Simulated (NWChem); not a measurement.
# C2HF (fluoroacetylene): levels of theory compared

We compute a comparison of 5 runs (r2SCAN/cc-pVTZ, B3LYP/6-31G*, M06-2X/cc-pVTZ, PBE/cc-pVTZ, SVWN5/cc-pVTZ) of C2HF (fluoroacetylene). 

The calculation is run with NWChem 7.3.0.

1 further run of the same task is left out (set aside as unsound or not needed). Runs told in other sessions of the task aren't counted.

## 1. The molecule

C2HF has 4 atoms, charge 0, and is taken as a singlet. SMILES: `C#CF`. The shape is that of a PBE0-D4/def2-TZVP optimisation.

Bond lengths: C1–C2 1.192 Å, C2–F3 1.270 Å, C1–H4 1.063 Å. Angles: C1–C2–F3 180.0°, C2–C1–H4 180.0°.

## 2. Energy and gradient at r2SCAN/cc-pVTZ (run 1)

geom.nw

```
start geom
title "C2HF"
memory stack 880 mb heap 220 mb global 1100 mb
charge 0

geometry units angstrom noautosym nocenter noautoz
  C       -0.361030       0.453110      -0.290220
  C        0.303270      -0.380840       0.243810
  F        1.010600      -1.269010       0.812300
  H       -0.952830       1.196740      -0.765890
end

basis spherical bse
  * library cc-pVTZ
end

dft
  xc r2scan
  grid fine
  convergence energy 1e-08
  iterations 100
  mulliken
  print low
end

task dft gradient
```

Run with:

```console
nwchem geom.nw > geom.out
```

The program printed:

```text
[...]
 d= 0,ls=0.0,diis     1   -176.4700488815 -2.32D+02  6.43D-03  5.70D-01     4.8
[...]
 d= 0,ls=0.0,diis    11   -176.5207739762 -1.07D-09  1.22D-07  9.54D-10    31.2
         Total DFT energy =     -176.520773976161
      One electron energy =     -351.997213644576
           Coulomb energy =      141.165764556288
    Exchange-Corr. energy =      -21.521423101142
 Nuclear repulsion energy =       55.832098213269
[...]
      Total Density - Mulliken Population Analysis
     ---------------------------------------------
    Atom       Charge   Shell Charges
 -----------   ------   -------------------------------------------------------
    1 C    6     6.25   1.97  0.18  0.78  0.36  0.87  1.40  0.64  0.01  0.03  0.01
    2 C    6     5.88   1.97  0.19  0.74  0.22  0.86  1.37  0.41  0.04  0.06  0.02
    3 F    9     9.06   1.94  0.28  1.06  0.60  1.57  2.40  1.18  0.00  0.02  0.00
    4 H    1     0.82   0.26  0.44  0.09  0.01  0.02  0.00
[...]
                         DFT ENERGY GRADIENTS
    atom               coordinates                        gradient
                 x          y          z           x          y          z
   1 C      -0.682248   0.856254  -0.548436    0.004240  -0.005343   0.003406
   2 C       0.573097  -0.719683   0.460734   -0.000745   0.000937  -0.000593
   3 F       1.909757  -2.398081   1.535024   -0.002399   0.003016  -0.001931
   4 H      -1.800588   2.261511  -1.447322   -0.001096   0.001389  -0.000881
 Task  times  cpu:       42.2s     wall:       42.2s
 Total times  cpu:       42.3s     wall:       42.3s
```

Run time: 43 s. Hardware: 1 thread of Intel Xeon Platinum 8259CL at 2.50GHz (Skylake/Cascade Lake), shared host; peak memory 0.13 GiB.

## 3. Energy and forces at B3LYP/6-31G(d) (Cartesian functions) (run 2)

mymol.nw

```
start mymol
title "C2HF"
memory 2200 mb
geometry units angstroms noautosym nocenter noautoz
  C     -0.361030     0.453110    -0.290220
  C      0.303270    -0.380840     0.243810
  F      1.010600    -1.269010     0.812300
  H     -0.952830     1.196740    -0.765890
end
basis
  * library 6-31G*
end
dft
  xc b3lyp
  grid xfine
  convergence energy 1e-08
  iterations 100
  mulliken
end
task dft gradient
```

Run with:

```console
nwchem mymol.nw > mymol.out
```

The program printed:

```text
[...]
          Wavefunction type:  closed shell.
          No. of atoms     :     4
          No. of electrons :    22
[...]
          Charge           :     0
          Spin multiplicity:     1
[...]
          AO basis - number of functions:    47
[...]
              XC Information
              --------------
                         B3LYP Method XC Potential
                     Hartree-Fock (Exact) Exchange  0.200
                        Slater Exchange Functional  0.800 local
                    Becke 1988 Exchange Functional  0.720 non-local
              Lee-Yang-Parr Correlation Functional  0.810
                  VWN I RPA Correlation Functional  0.190 local
[...]
 d= 0,ls=0.0,diis     1   -176.4796694741 -2.32D+02  1.81D-02  5.56D-01     1.1
[...]
 d= 0,ls=0.0,diis    10   -176.5358572167 -3.43D-10  4.81D-07  1.29D-09    10.7
         Total DFT energy =     -176.535857216724
      One electron energy =     -352.076612421746
           Coulomb energy =      141.323300307931
    Exchange-Corr. energy =      -21.614643316178
 Nuclear repulsion energy =       55.832098213269
[...]
  wavefunction    = closed shell
                         DFT ENERGY GRADIENTS
    atom               coordinates                        gradient
                 x          y          z           x          y          z
   1 C      -0.682248   0.856254  -0.548436    0.009502  -0.011949   0.007635
   2 C       0.573097  -0.719683   0.460734   -0.000021   0.000029  -0.000013
   3 F       1.909757  -2.398081   1.535024   -0.010104   0.012691  -0.008124
   4 H      -1.800588   2.261511  -1.447322    0.000624  -0.000770   0.000501
[...]
```

Wall time 14 s (1 thread of Intel Xeon Platinum 8259CL at 2.50GHz (Skylake/Cascade Lake), shared host); peak memory 0.13 GiB.

Runs 3 to 4 aren't shown in full; the table further down has their settings and results.

## 4. Energy and forces at SVWN5/cc-pVTZ (run 5)

sp.nw

```
start sp
title "C2HF gradient"
memory total 2200 mb
charge 0

geometry units bohr noautosym nocenter noautoz
   C  -0.68224782  0.85625380 -0.54843632
   C   0.57309724 -0.71968330  0.46073413
   F   1.90975722 -2.39808135  1.53502453
   H  -1.80058774  2.26151084 -1.44732234
end

basis spherical bse
   * library cc-pVTZ
end

dft
   xc slater vwn_5
   grid fine
   convergence energy 1e-08
   iterations 100
   mulliken
end

task dft gradient
```

Run with:

```console
nwchem sp.nw > sp.out
```

The program printed:

```text
[...]
          Wavefunction type:  closed shell.
          No. of atoms     :     4
          No. of electrons :    22
[...]
          Charge           :     0
          Spin multiplicity:     1
[...]
          AO basis - number of functions:   104
[...]
              XC Information
              --------------
                        Slater Exchange Functional  1.000 local
                      VWN V Correlation Functional  1.000 local
[...]
 d= 0,ls=0.0,diis     1   -175.1984673418 -2.31D+02  8.19D-03  1.59D+00     2.5
[...]
 d= 0,ls=0.0,diis    12   -175.2744963978 -2.55D-09  7.36D-08  8.19D-11    23.9
         Total DFT energy =     -175.274496397818
      One electron energy =     -351.851726547141
           Coulomb energy =      140.936157576743
    Exchange-Corr. energy =      -20.191021667727
 Nuclear repulsion energy =       55.832094240307
[...]
  wavefunction    = closed shell
                         DFT ENERGY GRADIENTS
    atom               coordinates                        gradient
                 x          y          z           x          y          z
   1 C      -0.682248   0.856254  -0.548436    0.003765  -0.004744   0.003024
   2 C       0.573097  -0.719683   0.460734   -0.009254   0.011625  -0.007432
   3 F       1.909757  -2.398081   1.535025    0.001732  -0.002173   0.001389
   4 H      -1.800588   2.261511  -1.447322    0.003757  -0.004708   0.003019
[...]
```

Run time: 35 s. Hardware: 1 thread of Intel Xeon Platinum 8259CL at 2.50GHz (Skylake/Cascade Lake), shared host; peak memory 0.13 GiB.

## 5. The series

```
run                               level  Cartesian functions  integration grid  energy (Eh)  largest force (eV/Å)  wall time
  1                      r2SCAN/cc-pVTZ                   no              fine  -176.520774                 0.392       43 s
  2  B3LYP/6-31G* (Cartesian functions)                  yes             xfine  -176.535857                 0.933       14 s
  3                      M06-2X/cc-pVTZ                   no              fine  -176.550589                 0.687       39 s
  4                         PBE/cc-pVTZ                   no              fine  -176.418947                 1.050       37 s
  5                       SVWN5/cc-pVTZ                   no              fine  -175.274496                 0.854       35 s
```

## 6. Results

| quantity | value |
| --- | --- |
| run 5: total energy | -175.27450 Eh |
| run 5: dipole moment | 0.42 D |
| run 5: HOMO energy | -7.12 eV |
| run 5: LUMO energy | 0.28 eV |
| run 5: HOMO–LUMO gap | 7.39 eV |
| run 5: largest force on an atom | 0.854 eV/Å |

Over runs 2, 3, 4, 5 the dipole moment (its size) runs from 0.36 D (PBE/cc-pVTZ) to 0.66 D (M06-2X/cc-pVTZ). Over runs 2, 3, 4, 5 the HOMO–LUMO gap runs from 7.33 eV (PBE/cc-pVTZ) to 11.88 eV (M06-2X/cc-pVTZ). Totals of different functionals can't be ranked against each other. All runs together took 2.8 min, the longest 43 s.
